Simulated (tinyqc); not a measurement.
Worked calculation: Pariser-Parr-Pople SCF with singles CI, for the molecule C=C1C=C1 (SMILES; centres numbered as the heavy atoms are written). Computed by tinyqc, a small Python program that keeps every step. Settings: charge = 0, gamma = Ohno, start = huckel, damping = 0.3, iteration cap = 54, excitations kept = 9. Command: `OMP_NUM_THREADS=1 python tinyqc.py 30956 30957 out.jsonl` (the two numbers bound the seeds that draw the settings). One thread of a shared host (Intel(R) Xeon(R) Processor @ 2.60GHz), about 0.01 s of CPU time with the checks. Later iterations appear only in the table of the cycle.

## PPP integrals

Centres (angstrom, eV; a flat drawing with bonds scaled to 1.40 angstrom):

| centre | x | y | core charge z | W | gamma_rr |
|---|---|---|---|---|---|
| 1C | 1.656000 | 0.000000 | 1 | 11.160000 | 11.130000 |
| 2C | 0.256000 | 0.000000 | 1 | 11.160000 | 11.130000 |
| 3C | -0.956000 | 0.700000 | 1 | 11.160000 | 11.130000 |
| 4C | -0.956000 | -0.700000 | 1 | 11.160000 | 11.130000 |

Resonance integrals (eV):

| i | j | beta |
|---|---|---|
| 1 | 2 | -2.390000 |
| 2 | 3 | -2.390000 |
| 3 | 4 | -2.390000 |
| 4 | 2 | -2.390000 |

Ohno: gamma = 14.399645/sqrt(R^2 + a^2), a = 2 x 14.399645/(gamma_rr + gamma_ss); H_rr = -W_r - sum_(s != r) z_s gamma_rs; H_rs = beta for bonds.

repulsion gamma_rs (eV), lower triangle:
```
           1C         2C         3C         4C
1C  11.130000
2C   7.553862  11.130000
3C   4.803517   7.554960  11.130000
4C   4.803517   7.554960   7.553862  11.130000
```

core matrix H (eV), lower triangle:
```
            1C          2C          3C          4C
1C  -28.320897
2C   -2.390000  -33.823782
3C    0.000000   -2.390000  -31.072339
4C    0.000000   -2.390000   -2.390000  -31.072339
```

## Starting guess

pi electrons, sum of z_r less the charge = 4

Orbitals of the Hueckel matrix of the beta values.

P at the start, lower triangle:
```
           1C        2C        3C        4C
1C   1.488056
2C   0.758288  0.876828
3C  -0.305614  0.452674  0.817558
4C  -0.305614  0.452674  0.817558  0.817558
```

## Iteration 1: Fock matrix

F_rr = H_rr + P_rr gamma_rr / 2 + sum_(s != r) P_ss gamma_rs; F_rs = H_rs - P_rs gamma_rs / 2; E = tr P (H + F) / 2 + core repulsion sum_(r<s) z_r z_s gamma_rs.

F (eV), lower triangle:
```
           1C         2C         3C         4C
1C  -5.562120
2C  -5.254002  -5.350428
3C   0.734012  -4.099967  -6.574606
4C   0.734012  -4.099967  -5.477860  -6.574606
```

pi energy = -51.891434 eV

## Iteration 1: orbitals and new P

Diagonalise F (the basis is taken as orthonormal) and form P = 2 sum c c over the lowest orbitals; 0.3 of the old P is kept.

orbital energies (eV): -15.756566  -8.856797  -1.096746  1.648349

P after iteration 1, lower triangle:
```
           1C        2C        3C        4C
1C   1.369624
2C   0.824749  0.914877
3C  -0.295959  0.391690  0.857749
4C  -0.295959  0.391690  0.857749  0.857749
```

## Iteration 2: Fock matrix

As before.

F (eV), lower triangle:
```
           1C         2C         3C         4C
1C  -5.547654
2C  -5.505019  -5.426015
3C   0.710821  -3.869602  -6.328771
4C   0.710821  -3.869602  -5.629659  -6.328771
```

pi energy = -52.118722 eV

## Iteration 2: orbitals and new P

As before.

orbital energies (eV): -15.499200  -9.096959  -0.699111  1.664060

P after iteration 2, lower triangle:
```
           1C        2C        3C        4C
1C   1.305773
2C   0.857571  0.937443
3C  -0.288463  0.358702  0.878392
4C  -0.288463  0.358702  0.878392  0.878392
```

## Convergence

Stop when output and input P, before any damping, agree to 1e-7.

Course of the cycle:

| iteration | E (eV) | largest \|P(out) - P(in)\| |
|---|---|---|
| 1 | -51.89143423 | 1.69e-01 |
| 2 | -52.11872211 | 9.12e-02 |
| 3 | -52.22244172 | 4.85e-02 |
| 4 | -52.26358415 | 2.57e-02 |
| 5 | -52.27877553 | 1.35e-02 |
| 6 | -52.28414807 | 7.16e-03 |
| 7 | -52.28599430 | 3.78e-03 |
| 8 | -52.28661586 | 2.00e-03 |
| 9 | -52.28682192 | 1.06e-03 |
| 10 | -52.28688942 | 5.60e-04 |
| 11 | -52.28691133 | 2.96e-04 |
| ... | ... | ... |
| 14 | -52.28692135 | 4.40e-05 |
| 15 | -52.28692158 | 2.33e-05 |
| 16 | -52.28692165 | 1.23e-05 |
| 17 | -52.28692167 | 6.53e-06 |
| 18 | -52.28692168 | 3.46e-06 |
| 19 | -52.28692168 | 1.83e-06 |
| 20 | -52.28692168 | 9.71e-07 |
| 21 | -52.28692168 | 5.15e-07 |
| 22 | -52.28692168 | 2.73e-07 |
| 23 | -52.28692168 | 1.45e-07 |
| 24 | -52.28692168 | 7.67e-08 |

Converged in 24 iterations.

## Converged orbitals

Charges are z - P_rr.

orbital energies (eV): -15.206891  -9.317748  -0.247980  1.650894

coefficients:
```
         MO1        MO2        MO3        MO4
1C  0.260649   0.740905   0.000000  -0.618968
2C  0.566056   0.402082   0.000000   0.719660
3C  0.553011  -0.380388   0.707107  -0.222450
4C  0.553011  -0.380388  -0.707107  -0.222450
```

pi charges: 1C -0.233756, 2C 0.035820, 3C 0.098968, 4C 0.098968

## Singles CI, singlets

Over the 4 single excitations with the smallest orbital gaps: A = (e_a - e_i) delta + 2 (ia|jb) - (ij|ab), with (pq|rs) = sum c_mp c_mq gamma_mn c_nr c_ns. f = 2/3 w |mu|^2 in atomic units, mu = sqrt2 sum c_ia sum_m c_mi c_ma R_m.

singlet CI matrix (eV), lower triangle:
```
           2>3        2>4       1>3        1>4
2>3   3.542952
2>4   0.000000   5.825732
1>3  -0.221385   0.000000  8.685209
1>4   0.000000  -0.249320  0.000000  10.324180
```

singlet excitation energies (eV): 3.533439  5.811956  8.694722  10.337956

oscillator strengths: 0.076918  0.720768  0.482432  0.025596

## Singles CI, triplets

Over the 4 single excitations with the smallest orbital gaps: A = (e_a - e_i) delta - (ij|ab), with (pq|rs) = sum c_mp c_mq gamma_mn c_nr c_ns.

triplet CI matrix (eV), lower triangle:
```
          2>3        2>4       1>3       1>4
2>3  2.508053
2>4  0.000000   2.766209
1>3  1.283159   0.000000  6.497893
1>4  0.000000  -1.002219  0.000000  9.171756
```

triplet excitation energies (eV): 2.131011  2.613062  6.874934  9.324903
